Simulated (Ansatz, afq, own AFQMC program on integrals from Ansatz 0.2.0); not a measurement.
TiH, quartet in def2-TZVP along one coordinate

```xyz
2

Ti    0.0000    0.0000    0.0000
H     0.0000    0.0000    1.7540
```

The Ti1–H2 distance is changed with both sides rigid. Energies in mEh count from this geometry (1.754 Å) at the same level; the start stands on UHF, each point on the determinant named.

Basis def2-TZVP. Only valence electrons are correlated. Ansatz 0.2.0 and our own AFQMC program on the same integrals; the CISD trial comes from CCSD amplitudes, and released means the phaseless constraint is let go. ± is one standard error of the sampling. The metal's outer-core s and p shells are frozen, which shifts wave-function levels against functionals.

Cautions, each for one point or more: CCSDTQ on the ROHF determinant differs, by its state or its frozen core; lower spins were not checked; no relativity below Rb; outer-core shells of the metal frozen; raised T1 diagnostic; strong correlation; unrestricted determinant spin contaminated.

| r(Ti1–H2) / Å | det. | T1 | weight | ⟨S²⟩ | B2PLYP | PBE0 | CCSD(T) |
| --- | --- | --- | --- | --- | --- | --- | --- |
| 1.576 | UHF | 0.056 | 0.92 | 3.76 | 7.6 | 6.6 | 9.6 |
| 1.930 | UHF‡ | 0.058 | 0.92 | 3.76 | 3.7 | 4.2 | 2.2 |
| 2.447 | UHF‡ | 0.055 | 0.91 | 3.77 | 37.3 | 38.1 | 32.3 |
| 3.232 | UHF‡ | 0.047 | 0.89 | 3.90 | 75.5 | 80.7§ | 67.8 |
| 4.813 | UHF | 0.022 | 0.92 | 3.76 | 83.3 | 98.6 | 72.2 |

Question: Estimate the curve of full CI, counted from the same start.

Answer: 
| r(Ti1–H2) / Å | det. | T1 | weight | ⟨S²⟩ | FCI | ph-AFQMC/CISD | CCSDT(Q) |
| --- | --- | --- | --- | --- | --- | --- | --- |
| 1.576 | UHF | 0.056 | 0.92 | 3.76 | 9.6 | 9.4 ± 0.1 | 9.6 |
| 1.930 | UHF‡ | 0.058 | 0.92 | 3.76 | 2.2 | 1.9 ± 0.1 | 2.2 |
| 2.447 | UHF‡ | 0.055 | 0.91 | 3.77 | 32.1 | 32.3 ± 0.1 | 32.1 |
| 3.232 | UHF‡ | 0.047 | 0.89 | 3.90 | 67.7 | 67.6 ± 0.1 | 67.7 |
| 4.813 | UHF | 0.022 | 0.92 | 3.76 | 72.4 | 72.0 ± 0.1 | 72.4 |

Weight is that of the determinant in the CISD state; at the start T1 is 0.058 and the weight 0.92, and ⟨S²⟩ is 3.76. A double dagger marks points where the walks on two determinants ended up to 2.7 mEh apart; the lower is shown. Symmetry can't show for every point that it stays on the start's state. § marks a functional whose ⟨S²⟩ is too high by over 0.1. Largest departures from full CI: CCSD(T) 0.2 mEh at 2.447 (on UHF), ph-AFQMC/CISD -0.4 mEh at 4.813 (on UHF), CCSDT(Q) 0.0 mEh at 3.232 (on UHF). The functionals aren't scored here. In total energy ph-AFQMC/CISD lies 22 ± 3 meV above full CI at the start, so its agreement along the curve rests in part on cancellation.

CCSDT and higher add their correlation energy to the determinant of the CCSD(T) run, since their own runs factorise the integrals more tightly (a shift of under 2 meV).
